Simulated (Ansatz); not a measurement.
```yaml
crystal:
  periodic: [false, false, false]
  atoms:
    - {symbol: N, position_ang: [-1.051314, 0.397102, 1.358378]}
    - {symbol: C, position_ang: [-0.741504, 0.075791, 0.481666]}
    - {symbol: C, position_ang: [0.792181, -0.641773, 0.431902]}
    - {symbol: C, position_ang: [1.222869, -0.141450, -0.831495]}
    - {symbol: C, position_ang: [-0.419306, 0.744185, -0.837045]}
    - {symbol: H, position_ang: [-2.368388, 0.767716, 1.484622]}
    - {symbol: H, position_ang: [-1.423103, -0.195312, 2.078856]}
    - {symbol: H, position_ang: [-1.067970, -0.893595, -0.024986]}
    - {symbol: H, position_ang: [1.149965, -1.457016, 0.437688]}
    - {symbol: H, position_ang: [1.469659, 0.222213, 0.957399]}
    - {symbol: H, position_ang: [1.066781, -0.869211, -1.889961]}
    - {symbol: H, position_ang: [2.128849, 0.745249, -1.332605]}
    - {symbol: H, position_ang: [-1.080276, 0.811463, -1.667379]}
    - {symbol: H, position_ang: [-0.098332, 1.587676, -0.354980]}
basis:
  gaussian: {orbitals: "6-31G*"}
total_charge: 3
magnetization: {spin_polarized: true, initial_magnetization: 1}
hamiltonian: {xc: {name: wB97X-V}}
output: {forces: true}
```

```sh
$ ansatz run in.yaml --threads 4 --pin off --events-out ev --progress --plain --max-ram 10444MiB
```

It prints (some lines left out):

```
Functional definition: wB97X-V
1002 factors; integrals over basis functions are off by at most 8.6e-4 eV
267 factors; integrals over basis functions are off by at most 5.6e-6 eV
mean field evaluation 1: about -5693.2082 eV, gradient 7.5e1 eV
mean field evaluation 2: about -5670.1589 eV, gradient 1.0e2 eV
mean field evaluation 4: about -5721.2105 eV, gradient 9.1e0 eV
mean field evaluation 8: about -5721.9418 eV, gradient 8.4e-1 eV
mean field evaluation 16: about -5722.2942 eV, gradient 3.1e-1 eV
mean field evaluation 32: about -5722.3360 eV, gradient 3.0e-2 eV
mean field -5722.39200800 eV, -210.2940275176 hartree, gradient 7.1e-6 eV, S^2 0.909949; 6 other end points of the search recorded, 0 dependent functions left out
reference -5722.39200699 eV, -210.2940274801 hartree; 19, 18 occupied and 74, 75 virtual orbitals, 1002 factors
Total energy: -5722.39200699 eV, -210.2940274801 hartree
Atom 0 at    -1.051314     0.397102     1.358378 Å, force   -25.718327    16.788230    47.289089 eV/Å
Atom 1 at    -0.741504     0.075791     0.481666 Å, force    17.290269   -16.156530   -46.859233 eV/Å
Atom 2 at     0.792181    -0.641773     0.431902 Å, force     0.914996    14.702296    -0.292243 eV/Å
Atom 3 at     1.222869    -0.141450    -0.831495 Å, force     1.118766     0.053524    -9.037585 eV/Å
Atom 4 at    -0.419306     0.744185    -0.837045 Å, force    -0.409978    -0.741695     1.008440 eV/Å
Atom 5 at    -2.368388     0.767716     1.484622 Å, force     3.010921     1.422907    -0.650366 eV/Å
Atom 6 at    -1.423103    -0.195312     2.078856 Å, force     1.968414    -1.309789     2.937672 eV/Å
Atom 7 at    -1.067970    -0.893595    -0.024986 Å, force     0.203235    -2.003783     0.018386 eV/Å
Atom 8 at     1.149965    -1.457016     0.437688 Å, force     3.838708   -13.676898     1.207538 eV/Å
Atom 9 at     1.469659     0.222213     0.957399 Å, force    -1.939525    -1.878904     1.137636 eV/Å
Atom 10 at     1.066781    -0.869211    -1.889961 Å, force     0.468056     1.716749     2.799542 eV/Å
Atom 11 at     2.128849     0.745249    -1.332605 Å, force    -2.228947    -2.032659     2.223792 eV/Å
Atom 12 at    -1.080276     0.811463    -1.667379 Å, force    -0.353030    -0.645277    -2.019195 eV/Å
Atom 13 at    -0.098332     1.587676    -0.354980 Å, force     1.836441     3.761829     0.236526 eV/Å
Dipole moment:    -0.637133     0.035643     0.047981 e Å
```

Task: What is wrong with this run?

Result: The charge is far from anything that the molecule holds. The calculation finished and met its thresholds. The result belongs to that input, not to the molecule as meant.
